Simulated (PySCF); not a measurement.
```xyz
3
charge 0 multiplicity 1, angstrom
Al    0.0000    0.0000   -0.0889
O     0.0000    0.0000   -1.6815
F     0.0000    0.0000    1.5418
```

These are results of PySCF, PBE0, basis Al def2-TZVP, O def2-TZVP, F def2-TZVP (no relativity, density fitting), not measurements.

This geometry of AlOF is a stationary point at this level.

**Question.** What is the point group?

**Answer.** C∞v.

**Question.** Is it a minimum?

**Answer.** Yes: all harmonic wavenumbers are real.

**Question.** What are the dipole moment and the gap between the highest occupied and lowest empty levels?

**Answer.** 3.30 D and 5.17 eV.

**Question.** Give the atomic charges and bond orders.

**Answer.** 
```tsv
atom	Mulliken	Löwdin	polar tensor	Mayer order to Al1
Al1	0.76	0.25	1.28	–
O2	-0.48	-0.25	-0.72	2.25
F3	-0.28	0.00	-0.56	1.17
```

Only a few start shapes were tried, so a lower isomer may exist.
